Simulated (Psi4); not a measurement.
**PH2 (SMILES [PH2]) at UCCSD/cc-pVDZ-DK**

We compute a structure relaxation of PH2. The job is set up through a Python script.

The results are computed with Psi4 1.11.

1 further run of the same task is left out (it didn't finish).

**1. The structure to begin with**

PH2: 3 atoms, total charge 0, spin state doublet. As SMILES, `[PH2]`. The shape is that of a GFN2-xTB optimisation. The run starts from this shape.

Bond lengths: P1–H2 1.392 Å, P1–H3 1.392 Å. Angles: H2–P1–H3 91.4°.

**2. A geometry optimisation at UCCSD/cc-pVDZ-DK**

Input file job.py:

```python
import psi4

psi4.set_memory('1600 MB')
psi4.set_num_threads(1)
psi4.core.set_output_file('output.dat', False)

geom = psi4.geometry("""
0 2
P
H 1 1.392125
H 1 1.392116 2 91.39496
units angstrom
""")

options = {'basis': 'cc-pVDZ-DK', 'reference': 'uhf', 'scf_type': 'pk', 'geom_maxiter': 40}
psi4.set_options(options)

e = psi4.optimize('ccsd', molecule=geom)
print(f'ccsd energy: {e:.10f} Eh')
geom.save_xyz_file('final.xyz', False)
```

On the command line:

```
$ python job.py
```

output.dat:

```text
gradient() will perform analytic gradient computation.

   => Loading Basis Set <=

    Name: CC-PVDZ-DK
    Role: ORBITAL
    Keyword: BASIS

         ---------------------------------------------------------
                                   SCF
                              UHF Reference
                        1 Threads,   1525 MiB Core
         ---------------------------------------------------------

  ==> Geometry <==

    Molecular point group: cs
    Full point group: Cs

    Geometry (in Angstrom), charge = 0, multiplicity = 2:

       Center              X                  Y                   Z               Mass
    ------------   -----------------  -----------------  -----------------  -----------------
         P            0.042516476109     0.041494017061     0.000000000000    30.973761998420
         H            0.042516476109    -1.350630982939     0.000000000000     1.007825032230
         H           -1.349186949544     0.075384022687     0.000000000000     1.007825032230

  Running in cs symmetry.

  Rotational constants: A =      9.42197  B =      8.42581  C =      4.44805 [cm^-1]
  Rotational constants: A = 282463.54574  B = 252599.49086  C = 133349.05041 [MHz]
  Nuclear repulsion =   11.669268572262514

  Charge       = 0
  Multiplicity = 2
  Electrons    = 17
  Nalpha       = 9
  Nbeta        = 8

  ==> Algorithm <==

  SCF Algorithm Type is PK.
  DIIS enabled.
  MOM disabled.
  Fractional occupation disabled.
  Guess Type is SAD.
  Energy threshold   = 1.00e-10
  Density threshold  = 1.00e-10
  Integral threshold = 1.00e-12

  ==> Primary Basis <==

  Basis Set: CC-PVDZ-DK
    Blend: CC-PVDZ-DK
    Number of shells: 14
    Number of basis functions: 28
    Number of Cartesian functions: 29
    Spherical Harmonics?: true
    Max angular momentum: 2

  ==> Integral Setup <==

  Using in-core PK algorithm.
   Calculation information:
      Number of atoms:                   3
      Number of AO shells:              14
      Number of primitives:             60
      Number of atomic orbitals:        29
      Number of basis functions:        28

      Integral cutoff                 1.00e-12
      Number of threads:                 1

  Performing in-core PK
  Using 165242 doubles for integral storage.
  We computed 5565 shell quartets total.
  Whereas there are 5565 unique shell quartets.

  ==> DiskJK: Disk-Based J/K Matrices <==

    J tasked:                  Yes
    K tasked:                  Yes
    wK tasked:                  No
    Memory [MiB]:             1144
    Schwarz Cutoff:          1E-12

  Minimum eigenvalue in the overlap matrix is 2.4613123439E-02.
  Reciprocal condition number of the overlap matrix is 7.0122736553E-03.
    Using symmetric orthogonalization.

  ==> Pre-Iterations <==

  SCF Guess: Superposition of Atomic Densities via on-the-fly atomic UHF (no occupation information).

   -------------------------
    Irrep   Nso     Nmo
   -------------------------
     A'        21      21
     A"         7       7
   -------------------------
    Total      28      28
   -------------------------

  ==> Iterations <==

                        Total Energy        Delta E     RMS |[F,P]|

   @UHF iter SAD:  -341.23654064112787   -3.41237e+02   0.00000e+00
   @UHF iter   1:  -341.67224399465107   -4.35703e-01   5.75007e-03 DIIS/ADIIS
   @UHF iter   2:  -341.68936028091815   -1.71163e-02   1.78201e-03 DIIS/ADIIS
   @UHF iter   3:  -341.69121374122483   -1.85346e-03   6.28459e-04 DIIS/ADIIS
   @UHF iter   4:  -341.69153554391164   -3.21803e-04   1.52275e-04 DIIS/ADIIS
   @UHF iter   5:  -341.69155616243017   -2.06185e-05   4.38070e-05 DIIS
   @UHF iter   6:  -341.69155804013940   -1.87771e-06   1.53489e-05 DIIS
   @UHF iter   7:  -341.69155831249014   -2.72351e-07   6.21057e-06 DIIS
   @UHF iter   8:  -341.69155836913654   -5.66464e-08   2.55204e-06 DIIS
   @UHF iter   9:  -341.69155837964678   -1.05102e-08   4.78080e-07 DIIS
   @UHF iter  10:  -341.69155837992201   -2.75236e-10   8.57722e-08 DIIS
   @UHF iter  11:  -341.69155837992992   -7.90124e-12   2.19648e-08 DIIS
   @UHF iter  12:  -341.69155837993031   -3.97904e-13   4.70562e-09 DIIS
   @UHF iter  13:  -341.69155837993014    1.70530e-13   1.11149e-09 DIIS
   @UHF iter  14:  -341.69155837993014    0.00000e+00   1.30402e-10 DIIS
   @UHF iter  15:  -341.69155837993043   -2.84217e-13   2.82469e-11 DIIS
  Energy and wave function converged.

  ==> Post-Iterations <==

   @Spin Contamination Metric:   1.377559664E-02
   @S^2 Expected:                7.500000000E-01
   @S^2 Observed:                7.637755966E-01
   @S   Expected:                5.000000000E-01
   @S   Observed:                5.000000000E-01

    Orbital Energies [Eh]
    ---------------------

    Alpha Occupied:

       1Ap   -79.809540     2Ap    -7.485615     1App   -5.393884
       3Ap    -5.380702     4Ap    -5.378946     5Ap    -0.862397
       6Ap    -0.526053     7Ap    -0.428631     2App   -0.373188

    Alpha Virtual:

       8Ap     0.172456     9Ap     0.179466    10Ap     0.447214
      11Ap     0.467747     3App    0.576486    12Ap     0.587045
       4App    0.620642     5App    0.629145    13Ap     0.632462
      14Ap     0.722711    15Ap     0.774898    16Ap     1.007721
      17Ap     1.184628    18Ap     1.615879     6App    1.638968
       7App    1.740525    19Ap     1.834394    20Ap     2.306623
      21Ap     2.320313

    Beta Occupied:

       1Ap   -79.802501     2Ap    -7.477149     3Ap    -5.375811
       4Ap    -5.375309     1App   -5.361744     5Ap    -0.793790
       6Ap    -0.519776     7Ap    -0.403982

    Beta Virtual:

[... 15 lines left out ...]
  @UHF Final Energy:  -341.69155837993043
[... 6 lines left out ...]
    Total Energy =                       -341.6915583799304272
[... 46 lines left out ...]
 OEINTS: Overlap, kinetic, potential, dipole, and quadrupole integrals
[... 122 lines left out ...]
	One-electron energy          =   -495.97263631454297
[... 3 lines left out ...]
	Two-electron energy          =    142.61180936235024
[... 50 lines left out ...]
    Iterations converged.
[... 67 lines left out ...]
    MP2 correlation energy                    =   -0.114672719531602
[... 4 lines left out ...]
    Singles CCSD correlation energy           =   -0.000000000000000
[... 109 lines left out ...]
	Iterations converged.
[... 97 lines left out ...]
	  Convergence Criteria     1.00e-06 *    3.00e-04 *             o    1.20e-03 *             o~
[... 98 lines left out ...]
   @UHF iter   2:  -341.69238007568430   -6.64125e-05   6.96829e-05 DIIS
[... 3 lines left out ...]
   @UHF iter   6:  -341.69238312946288   -7.55244e-09   1.21470e-06 DIIS
[... 3 lines left out ...]
   @UHF iter  10:  -341.69238313253123   -6.48015e-12   2.47479e-08 DIIS
[... 3 lines left out ...]
   @UHF iter  14:  -341.69238313253271    1.70530e-13   1.56170e-10 DIIS
[... 6 lines left out ...]
   @S^2 Expected:                7.500000000E-01
[... 4 lines left out ...]
    Final Occupation by Irrep:
[... 12 lines left out ...]
    Two-Electron Energy =                 142.2477709692356029
[... 26 lines left out ...]
 Dipole Z            :          0.0000000            0.0000000            0.0000000
[... 142 lines left out ...]
	SCF energy                   =   -341.69238313253271
[... 3 lines left out ...]
	Two-electron (AB) energy     =     82.70644472919672
[... 22 lines left out ...]
    E_Convergence   =     1.0e-08
[... 97 lines left out ...]
    Singles MP2 correlation energy            =   -0.000000000000000
[... 4 lines left out ...]
    Same-spin CCSD correlation energy         =   -0.022267316707337
[... 24 lines left out ...]
	Convergence       = 1.0e-07
[... 181 lines left out ...]
	   Step    Total Energy     Delta E     Max Force     RMS Force      Max Disp      RMS Disp
[... 67 lines left out ...]
   @UHF iter   1:  -341.69236544115051    5.73975e-04   3.32614e-05 DIIS
[... 3 lines left out ...]
   @UHF iter   5:  -341.69236640996587   -7.95296e-10   4.58778e-07 DIIS
[... 3 lines left out ...]
   @UHF iter   9:  -341.69236641052152   -1.19371e-12   8.72914e-09 DIIS
[... 3 lines left out ...]
   @UHF iter  13:  -341.69236641052169   -1.13687e-13   1.39088e-10 DIIS
[... 6 lines left out ...]
   @S^2 Expected:                7.500000000E-01
[... 39 lines left out ...]
    Final Occupation by Irrep:
[... 12 lines left out ...]
    Two-Electron Energy =                 142.2609305009256104
[... 26 lines left out ...]
 Dipole Z            :          0.0000000            0.0000000            0.0000000
[... 142 lines left out ...]
	SCF energy                   =   -341.69236641052180
[... 3 lines left out ...]
	Two-electron (AB) energy     =     82.71343532638710
[... 22 lines left out ...]
    E_Convergence   =     1.0e-08
[... 97 lines left out ...]
    Singles MP2 correlation energy            =   -0.000000000000000
[... 4 lines left out ...]
    Same-spin CCSD correlation energy         =   -0.022286933922722
[... 24 lines left out ...]
	Convergence       = 1.0e-07
[... 15 lines left out ...]
	          Solving Lambda Equations
	          ------------------------
	Iter     PseudoEnergy or Norm         RMS
	----     ---------------------     --------
	   0        -0.140488920511313    8.317e-08
	   1        -0.136581065970820    9.499e-03
	   2        -0.135669445391977    2.586e-03
[... 8 lines of this table left out ...]
	  11        -0.135545351279731    8.248e-08

	Largest LIA Amplitudes:
	          6   8         0.0120722890
	          5   9         0.0096448803
	          6   3        -0.0079578771
	          8  16         0.0073709688
	          6   4        -0.0066213002
	          5   0         0.0064007746
	          4   3        -0.0063619812
	          6   1        -0.0045683614
	          5   6        -0.0024340086
	          4   4        -0.0022713715

	Largest Lia Amplitudes:
	          6   1         0.0157849744
	          4   1        -0.0126358941
	          6   5         0.0124548659
	          5   0         0.0106918579
	          6   3         0.0091866742
	          4   3        -0.0087162519
	          5   9         0.0074142496
	          4   8         0.0061321454
	          4   7         0.0053350974
	          6   7        -0.0050757401

	Largest LIJAB Amplitudes:
	  6   5   5   0         0.0252202099
	  8   5  15   3        -0.0249796902
	  8   6  16   5        -0.0214087344
	  8   6  16   3        -0.0201571559
	  8   6  15   0         0.0199878925
	  8   6  14   4        -0.0172652934
	  8   6  16   1        -0.0170928791
	  8   5  16   0         0.0168046674
	  8   5  15   1        -0.0145783378
	  8   5  14   2        -0.0138815594

	Largest Lijab Amplitudes:
	  6   5   5   0         0.0224918845
	  6   4  17  14        -0.0134698153
	  6   5   3   0        -0.0120908866
	  6   5  17  16        -0.0113410034
	  5   4  16  14        -0.0106073659
	  6   5   6   5         0.0105690221
	  6   5   5   2         0.0103542976
	  5   4   2   1        -0.0101785553
	  6   5   4   2        -0.0095076633
	  6   4   4   1        -0.0082788117

	Largest LIjAb Amplitudes:
	  6   6   0   0        -0.0618606110
	  5   5   0   0        -0.0450927111
	  8   4   3  14         0.0380183474
	  6   6   5   5        -0.0350155828
	  6   6  16  17        -0.0336553542
	  8   6  15   0         0.0333068517
	  6   6  16  14         0.0316172829
	  8   4   1  14         0.0306015356
	  6   6   4   4        -0.0304613801
	  5   5   2   2        -0.0285738462

	Iterations converged.

	Overlap <L|e^T> =        0.92033976209

			**************************
			*                        *
			*        CCDENSITY       *
			*                        *
			**************************

	Input parameters:
	-----------------
	Wave function    =   CCSD
	Reference wfn    =   UHF
	Dertype          = 1
	Tolerance        = 1.0e-14
	Cache Level      = 2
	AO Basis         = No
	OPDM Only        = No
	Relax OPDM       = Yes
	Compute Xi       = No
	Use Zeta         = No
	Xi connected     = Yes
	Compute NO       = No

	Nuclear Rep. energy (wfn)     =   11.333041985614388
	SCF energy          (wfn)     = -341.692366410521799
	Reference energy    (file100) = -341.692366410521686
	CCSD energy         (CC_INFO) =   -0.140513497476485
	Total CCSD energy   (CC_INFO) = -341.832879907998176
	Number of States = 1

	Ground?  State     EOM Energy       R0
	  Yes     0 Ap    0.0000000000   1.00000000
    Molecular point group: cs
    Full point group: Cs

    Geometry (in Bohr), charge = 0, multiplicity = 2:

       Center              X                  Y                   Z
    ------------   -----------------  -----------------  -----------------
         P            0.082700113397     0.080017892525     0.000000000000
         H            0.082700113397    -2.628498786555     0.000000000000
         H           -2.624345287594     0.169287039063     0.000000000000

	Presorting MO-basis TPDMs.
	Sorting File: MO TPDM (AA|AA) nbuckets = 1
	Sorting File: MO TPDM (AA|aa) nbuckets = 1
	Sorting File: MO TPDM (aa|aa) nbuckets = 1
	Starting first half-transformation.
	Sorting half-transformed TPDMs.
	First half integral transformation complete.

  -Total gradient:
     Atom            X                  Y                   Z
    ------   -----------------  -----------------  -----------------
       1        0.000128139236     0.000123936118     0.000000000000
       2       -0.000040072227    -0.000086746300     0.000000000000
       3       -0.000088067010    -0.000037189818     0.000000000000

    			-----------------------------------------

    			 OPTKING 3.0: for geometry optimizations

    			        with contributions from

    			-----------------------------------------

	                            ===> Fragment 1 <==

	 Z (Atomic Numbers)          Masses                          Geom
	      15.000000            30.973762          0.08270011  0.08001789  0.00000000
	       1.000000             1.007825          0.08270011 -2.62849879  0.00000000
	       1.000000             1.007825         -2.62434529  0.16928704  0.00000000

	 - Coordinate -           - BOHR/RAD -       - ANG/DEG -
	 R(1,2)           =         2.708517           1.433285
	 R(1,3)           =         2.708517           1.433285
	 B(2,1,3)         =         1.603761          91.888735

	        --- Internal Coordinate Step in ANG or DEG, aJ/ANG or AJ/DEG ---
	-------------------------------------------------------------------------------
	           Coordinate      Previous         Force          Change          New
	           ----------      --------        ------          ------        ------
	               R(1,2)       1.43329       -0.00071       -0.00021       1.43308
	               R(1,3)       1.43329       -0.00072       -0.00021       1.43308
	             B(2,1,3)      91.88874        0.00001        0.03723      91.92596
	-------------------------------------------------------------------------------

	                                 ==> Convergence Check <==

	Measures of convergence in internal coordinates in au.

	Criteria marked as inactive (o), active & met (*), and active & unmet ( ).

	----------------------------------------------------------------------------------------------
	   Step    Total Energy     Delta E     Max Force     RMS Force      Max Disp      RMS Disp
	----------------------------------------------------------------------------------------------
	  Convergence Criteria     1.00e-06 *    3.00e-04 *             o    1.20e-03 *             o
	----------------------------------------------------------------------------------------------
	     3    -341.83287991   -1.11e-05      1.09e-04 *    9.46e-05 o    6.50e-04 *    4.93e-04 o  ~
	----------------------------------------------------------------------------------------------

Next Geometry in Ang
	Fragment 1 (Ang)

	    P   0.0435337262   0.0421218431   0.0000000000
	    H   0.0439993265  -1.3909565252   0.0000000000
	    H  -1.3887507412   0.0898195143   0.0000000000

    Final optimized geometry and variables:
    Molecular point group: cs
    Full point group: Cs

    Geometry (in Angstrom), charge = 0, multiplicity = 2:

    P
    H             1    1.433285
    H             1    1.433285      2   91.888735

[set-up sections that repeat, and orbital energies of the middle runs, are left out above]
```

The script printed:

```text
Some dependencies such as QCElemental have not yet finished migration to pydantic v2. If issues are encountered please downgrade pydantic or upgrade QCElemental as appropriate
Optimizer: Optimization complete!
ccsd energy: -341.8328799080 Eh
```

It took 12 s on 1 thread of Intel Xeon 6975P-C (Granite Rapids), shared host; peak memory 0.33 GiB.

The path in brief:

```
step  energy from the first frame kept (eV)  largest force (eV/Å)
   0                                 0.0000                1.2402
   1                                -0.0377                0.0514
   2                                -0.0380                0.0092
```

After the run. Bond lengths: P1–H2 1.433 Å, P1–H3 1.433 Å. Angles: H2–P1–H3 91.9°.

**3. Results**

Level: UCCSD/cc-pVDZ-DK.

```
                                                  quantity          value
                                   total energy at the end  -341.83288 Eh
HOMO energy (Hartree–Fock orbitals) (highest over α and β)      -10.18 eV
 LUMO energy (Hartree–Fock orbitals) (lowest over α and β)        1.30 eV
                                        correlation energy     -140.5 mEh
                         ⟨S²⟩ of the reference determinant          0.764
                                             T1 diagnostic          0.011
```

What this shows: At the final geometry: Bond lengths: P1–H2 1.433 Å, P1–H3 1.433 Å. Angles: H2–P1–H3 91.9°. The optimisation took 3 steps and changed the energy by -0.038 eV. The basis was made for a relativistic Hamiltonian, but the run is non-relativistic.
